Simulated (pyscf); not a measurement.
PySCF, gas phase, ωB97X-D3(BJ)/def2-SVP geometries.

H₃C–O–ZnH + H₂ -> ZnH₂ + H₃C–OH
Surface: singlet. Broken: O–Zn, H–H. Formed: H–Zn, H–O. Give ΔE‡ and ΔE from ωB97M-D3(BJ)/def2-TZVP, relative to the separated reactants.

ΔE‡ = 20.9 kcal/mol, ΔE = +3.8 kcal/mol. Zero-point energy shifts the barrier by +1.9 kcal/mol. It is a four-centre exchange, with an imaginary mode of 1210i cm⁻¹. On the product side the descent ends in an adduct with a O–Zn contact (not fully relaxed), 10.5 kcal/mol under the separated species and 26.0 kcal/mol under the saddle at ωB97X-D3(BJ)/def2-TZVP. What is counted as broken (O–Zn) persists as a longer contact in the product adduct; parting that adduct is a step of its own. At the saddle there is also a short H–Zn contact that neither side keeps. This is the saddle that the search found; another between the same sides may lie lower. Elements up to Kr have no core potential and no relativistic terms here.
